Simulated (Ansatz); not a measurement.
AlN₂ was relaxed with r2SCAN-D4 (def2-TZVP) in Ansatz in these states: neutral doublet, neutral quartet. The geometries follow in no particular order.

A:

```xyz
3

Al    0.2409    1.3970    0.9295
N    -0.0467   -0.2292   -0.1573
N    -0.1942   -1.1678   -0.7721
```

B:

```xyz
3

Al   -0.023   -1.570   -0.077
N     0.002    0.213    0.010
N     0.021    1.357    0.068
```

Problem. Judge from the bond lengths which geometry belongs to which state (an estimate).

Solution. A is the neutral doublet (Al1–N2 1.977 Å, N2–N3 1.132 Å); B is the neutral quartet (Al1–N2 1.785 Å, N2–N3 1.145 Å).

At PBE0-D4/def2-TZVP a doublet lies 1.87 eV below the neutral quartet. These are the stationary points nearest to one start from a short search; other shapes may lie lower in each state.
